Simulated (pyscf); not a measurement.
H₂Se (SMILES [SeH2]) + H₃C–Ga(CH₃)–CH₃ (SMILES [CH3][Ga]([CH3])[CH3]) -> H₃C–Ga(CH₃)–SeH (SMILES [CH3][Ga]([CH3])[SeH]) + CH₄ (SMILES C), a four-centre exchange (singlet surface; H–Se, C–Ga broken, Ga–Se, C–H formed). Structures and frequencies: ωB97X-D3(BJ)/def2-SVP in PySCF. Energies in eV from the separated reactants.

AM1 to PM7: differences of heats of formation from MOPAC, which are fitted to 298 K values and so differ in kind from electronic energies by zero-point and thermal terms. 

Question: In single points PM6 puts the saddle at 2.28 eV and the reaction energy at +1.12 eV. Should these be trusted to within a few kcal/mol? Compare with ωB97M-D3(BJ)/def2-TZVP.

Answer: ωB97M-D3(BJ)/def2-TZVP gives ΔE‡ = 0.48 eV and ΔE = -1.41 eV. PM6 lies 1.80 eV over it in the barrier and 2.53 eV over it in the reaction energy, so on this step it does not hold to within 0.13 eV. ωB97M-D3(BJ)/def2-TZVP has limits of its own. On the reactant side the descent ends in an adduct with a Ga–Se contact, 0.51 eV under the separated species and 0.78 eV under the saddle at ωB97X-D3(BJ)/def2-TZVP. What is counted as formed (Ga–Se) is already present as a longer contact in the reactant adduct; forming that adduct is a step of its own. At ωB97X-D3(BJ)/def2-TZVP the barrier from the zero used here is 0.27 eV. One saddle was located; it need not be the lowest between these sides. In the def2 sets elements up to Kr have no core potential.
